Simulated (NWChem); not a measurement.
The numbers come from NWChem runs, not from measurements. System: S, charge 0, spin multiplicity 3. Its SCF solution wasn't tested for a lower state. Level: UHF/def2-TZVP.

Part of the output:

```
             Northwest Computational Chemistry Package (NWChem) 7.3.0
             --------------------------------------------------------

                                NWChem Input Module
                                -------------------

 Scaling coordinates for geometry "geometry" by  1.889725989
 (inverse scale =  0.529177249)

                             Geometry "geometry" -> ""
                             -------------------------

 Output coordinates in angstroms (scale by  1.889725989 to convert to a.u.)

  No.       Tag          Charge          X              Y              Z
 ---- ---------------- ---------- -------------- -------------- --------------
    1 S                   16.0000     0.00000000     0.00000000     0.00000000

 Effective nuclear repulsion energy (a.u.)       0.0000000000

            Nuclear Dipole moment (a.u.)
            ----------------------------
        X                 Y               Z
 ---------------- ---------------- ----------------
     0.0000000000     0.0000000000     0.0000000000

      Symmetry information
      --------------------

 Group name             D2h
 Group number             26
 Group order               8
 No. of unique centers     1

      Symmetry unique atoms

     1


 Summary of "ao basis" -> "" (spherical)
 ------------------------------------------------------------------------------
       Tag                 Description            Shells   Functions and Types
 ---------------- ------------------------------  ------  ---------------------
 *                         def2-tzvp                  on all atoms

 Summary of "ao basis" -> "ao basis" (spherical)
 ------------------------------------------------------------------------------
       Tag                 Description            Shells   Functions and Types
 ---------------- ------------------------------  ------  ---------------------
 S                         def2-tzvp                13       37   5s5p2d1f

                                 NWChem SCF Module
                                 -----------------

  ao basis        = "ao basis"
  functions       =    37
  atoms           =     1
  alpha electrons =     9
  beta  electrons =     7
  charge          =   0.00
  wavefunction    = UHF
  use symmetry    = T
  symmetry adapt  = T

 Summary of "ao basis" -> "ao basis" (spherical)
 ------------------------------------------------------------------------------
       Tag                 Description            Shells   Functions and Types
[...]
   Bfn.  Coefficient  Atom+Function         Bfn.  Coefficient  Atom+Function
  ----- ------------  ---------------      ----- ------------  ---------------
     4      0.690046  1 S  s                  5      0.498446  1 S  s
     3     -0.478207  1 S  s

 Vector    7  Occ=1.000000D+00  E=-3.782918D-01  Symmetry=b3u
              MO Center=  1.8D-17,  5.8D-21,  1.8D-19, r^2= 1.5D+00
   Bfn.  Coefficient  Atom+Function         Bfn.  Coefficient  Atom+Function
  ----- ------------  ---------------      ----- ------------  ---------------
    15      0.527100  1 S  px                18      0.397288  1 S  px
    12      0.247034  1 S  px                 6     -0.190255  1 S  px

 Vector    8  Occ=0.000000D+00  E= 1.301526D-02  Symmetry=b2u
              MO Center=  2.0D-35,  4.6D-19, -1.3D-20, r^2= 2.1D+00
   Bfn.  Coefficient  Atom+Function         Bfn.  Coefficient  Atom+Function
  ----- ------------  ---------------      ----- ------------  ---------------
    19      0.639621  1 S  py                16      0.321947  1 S  py
    13      0.210235  1 S  py                 7     -0.154292  1 S  py

 Vector    9  Occ=0.000000D+00  E= 1.301526D-02  Symmetry=b1u
              MO Center=  1.4D-33,  2.2D-33, -2.1D-18, r^2= 2.1D+00
   Bfn.  Coefficient  Atom+Function         Bfn.  Coefficient  Atom+Function
  ----- ------------  ---------------      ----- ------------  ---------------
    20      0.639621  1 S  pz                17      0.321947  1 S  pz
    14      0.210235  1 S  pz                 8     -0.154292  1 S  pz

 Vector   10  Occ=0.000000D+00  E= 4.218492D-01  Symmetry=b3u
              MO Center= -1.5D-18, -9.8D-21, -6.0D-21, r^2= 4.0D+00
   Bfn.  Coefficient  Atom+Function         Bfn.  Coefficient  Atom+Function
  ----- ------------  ---------------      ----- ------------  ---------------
    18      1.396598  1 S  px                15     -1.227448  1 S  px

 center of mass
 --------------
 x =   0.00000000 y =   0.00000000 z =   0.00000000

 moments of inertia (a.u.)
 ------------------
           0.000000000000           0.000000000000           0.000000000000
           0.000000000000           0.000000000000           0.000000000000
           0.000000000000           0.000000000000           0.000000000000

  Mulliken analysis of the total density
  --------------------------------------

    Atom       Charge   Shell Charges
 -----------   ------   -------------------------------------------------------
    1 S   16    16.00   2.01  0.49  1.48  1.14  0.88  4.17  1.70  0.83  2.14  1.16  0.00  0.00  0.00

  Mulliken analysis of the alpha density
  --------------------------------------

    Atom       Charge   Shell Charges
 -----------   ------   -------------------------------------------------------
    1 S   16     9.00   1.00  0.25  0.74  0.58  0.43  2.12  0.83  0.59  1.65  0.82  0.00  0.00  0.00

   Mulliken analysis of the beta density
   -------------------------------------

    Atom       Charge   Shell Charges
 -----------   ------   -------------------------------------------------------
    1 S   16     7.00   1.00  0.24  0.74  0.56  0.45  2.05  0.87  0.25  0.49  0.33  0.00  0.00  0.00

   Mulliken analysis of the spin density
   -------------------------------------

    Atom       Charge   Shell Charges
 -----------   ------   -------------------------------------------------------
    1 S   16     2.00   0.00  0.00 -0.00  0.02 -0.02  0.06 -0.05  0.34  1.15  0.49 -0.00 -0.00  0.00

       Multipole analysis of the density wrt the origin
       ------------------------------------------------

     L   x y z        total         alpha         beta         nuclear
     -   - - -        -----         -----         ----         -------
     0   0 0 0     -0.000000     -9.000000     -7.000000     16.000000

     1   1 0 0      0.000000      0.000000      0.000000      0.000000
     1   0 1 0     -0.000000     -0.000000     -0.000000      0.000000
     1   0 0 1     -0.000000      0.000000     -0.000000      0.000000

     2   2 0 0    -11.141019     -6.293998     -4.847021      0.000000
     2   1 1 0      0.000000      0.000000      0.000000      0.000000
     2   1 0 1      0.000000      0.000000      0.000000      0.000000
     2   0 2 0     -8.946693     -6.461459     -2.485234      0.000000
     2   0 1 1      0.000000     -0.000000      0.000000      0.000000
     2   0 0 2     -8.946693     -6.461459     -2.485234      0.000000

 Task  times  cpu:        0.3s     wall:        0.3s

 Total times  cpu:        0.4s     wall:        0.4s
```

### Question
Write an NWChem input that would produce this output.

### Answer
Several could match; the one computed here: 
```
start mol
memory heap 200 mb stack 900 mb global 1100 mb
geometry units angstroms nocenter noautoz
  S      0.000000     0.000000     0.000000
  symmetry group D2h
end
basis spherical
  * library def2-tzvp
end
scf
  uhf
  nopen 2
  maxiter 100
  thresh 1e-7
  semidirect memsize 60000000 filesize 0
  # guess.movecs holds the orbitals of an unrestricted PBE0 run
  vectors input guess.movecs output mol.movecs
end
task scf energy
```
